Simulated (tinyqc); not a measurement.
A ladder of methods, and size consistency: correlation methods against full CI in the sto-3g basis, for H2O, spin multiplicity 1. Computed by the program tinyqc with PySCF. All electrons correlated; +Q is the Davidson correction (1 - c0^2) E_corr. The last columns treat two copies 100 angstrom apart as one system. FCI is the lowest singlet.

Geometry (angstrom):
```
atom       x        y       z
O     0.0000   0.0000  0.0000
H     0.0000   0.6780  0.6080
H     0.0000  -0.6780  0.6080
```

RHF energy of one = -74.948258 hartree

Correlation energies (hartree):
```
method   E_corr of one  share of FCI (%)  E_corr of two at 100 angstrom  two minus twice one (mhartree)
MP2          -0.033102           73.0845                      -0.066204                          0.0000
CISD         -0.044750           98.8001                      -0.087643                          1.8556
CISD+Q       -0.045718          100.9388                      -0.091200                          0.2368
CCSD         -0.045204           99.8038                      -0.090408                          0.0000
CCSD(T)      -0.045257           99.9198                      -0.090513                          0.0000
FCI          -0.045293          100.0000                              -                               -
```

What does the comparison show, and why?

MP2 recovers 73 %, CISD 98.8 % and CCSD 99.8 % of the FCI value (c0^2 = 0.978 in CISD). MP2 and coupled cluster are size consistent, so their last column vanishes; CISD loses 1.86 mhartree, since a double excitation on each copy is a quadruple of the pair, and the Davidson correction leaves +0.24.
